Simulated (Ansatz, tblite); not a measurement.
# The cluster K₂Se: a ladder of methods and basis sets

One table from this session's results is given with a row withheld; the runs are named, their logs left out.

Method: as each input shows; program: Ansatz 0.2.0, Gaussian basis.

Plan: GFN1-xTB, GFN2-xTB, PBE-D4/def2-TZVP, r2SCAN-D4/def2-TZVP, B2PLYP/def2-TZVP, BLYP-D4/def2-TZVP, PBE-QIDH/def2-TZVP, BHLYP-D4/def2-TZVP, revPBE-D4/def2-TZVP, PBE-D4/def2-SVP, PBE0-D4/def2-SVP, HF/STO-3G, PBE0-D4/def2-TZVPD, PBE-D4/def2-TZVPD, r2SCAN-D4/def2-TZVPD, CCSD(T)/def2-TZVPP, MP2/def2-TZVP, RPA/def2-TZVP, CCSD(T)/def2-TZVPD.

3 further runs of the same task are left out: 3 set aside as unsound or not needed.

## The relaxed structure

The singlet was relaxed beforehand with r2SCAN-D4/def2-TZVP. At that level it is the lowest of the isomers that a small search found.

3 atoms, charge 0, spin multiplicity 1.

Bond lengths: K1–Se3 2.868 Å, K2–Se3 2.868 Å. Angles: K1–Se3–K2 155.6°.

PBE0-D4/def2-TZVP was run before; its log isn't repeated, and its numbers join the tables.

Set-up of the first run:

Tight binding, by tblite at 300 K electronic temperature and without a spin-polarisation term:

```python
tblite.interface.Calculator('GFN1-xTB', numbers, positions, charge=0, uhf=0).singlepoint()
```

Tight binding, by tblite at 300 K electronic temperature and without a spin-polarisation term:

```python
tblite.interface.Calculator('GFN2-xTB', numbers, positions, charge=0, uhf=0).singlepoint()
```

start.molden holds the orbitals of an earlier run on this state, given as this run's starting guess.

The input, in.yaml:

```yaml
crystal:
  periodic: [false, false, false]
  atoms:
    - {symbol: K, position_ang: [1.339186, -2.245520, 1.030287]}
    - {symbol: K, position_ang: [-1.535504, 2.254239, -0.676658]}
    - {symbol: Se, position_ang: [0.196318, -0.008729, -0.353629]}
basis:
  gaussian: {orbitals: def2-TZVP, initial_orbitals: start.molden}
hamiltonian: {xc: pbe, dispersion: d4}
scf: {omitted_lower_state_checks: [starts]}
output: {orbitals: {seedname: orbitals}}
```

Launch:

```console
ansatz run in.yaml --threads 4 --pin off --events-out ev --progress --plain --max-ram 3916MiB
```

Among the steps run: PBE-D4/def2-TZVP; r2SCAN-D4/def2-TZVP; B2PLYP/def2-TZVP; BLYP-D4/def2-TZVP; PBE-QIDH/def2-TZVP; BHLYP-D4/def2-TZVP; revPBE-D4/def2-TZVP; PBE-D4/def2-SVP; PBE0-D4/def2-SVP; HF/STO-3G; PBE0-D4/def2-TZVPD; PBE-D4/def2-TZVPD; r2SCAN-D4/def2-TZVPD; CCSD(T)/def2-TZVPP; MP2/def2-TZVP; RPA/def2-TZVP; CCSD(T)/def2-TZVPD.

One table of the session follows, with a row left open; its other results are not shown here.

```
               level  HOMO (eV)  LUMO (eV)  gap (eV)
           HF/STO-3G      -1.52       4.72      6.24
     PBE-D4/def2-SVP      -2.28      -1.43      0.85
    PBE-D4/def2-TZVP      -2.39      -1.37      1.02
   PBE-D4/def2-TZVPD      -2.46      -1.41      1.05
 revPBE-D4/def2-TZVP          ?          ?         ?
   BLYP-D4/def2-TZVP      -2.30      -1.42      0.88
 r2SCAN-D4/def2-TZVP      -2.34      -0.74      1.60
r2SCAN-D4/def2-TZVPD      -2.41      -0.79      1.61
    PBE0-D4/def2-SVP      -2.98      -0.90      2.08
   PBE0-D4/def2-TZVP      -3.13      -0.84      2.28
  PBE0-D4/def2-TZVPD      -3.19      -0.90      2.29
  BHLYP-D4/def2-TZVP      -3.83      -0.53      3.30
```

**Question.** Estimate the row for revPBE-D4/def2-TZVP.

**Answer.** HOMO (eV): -2.32; LUMO (eV): -1.35; gap (eV): 0.97. In the column «HOMO (eV)» it lies between r2SCAN-D4/def2-TZVP (-2.34) and BLYP-D4/def2-TZVP (-2.30).
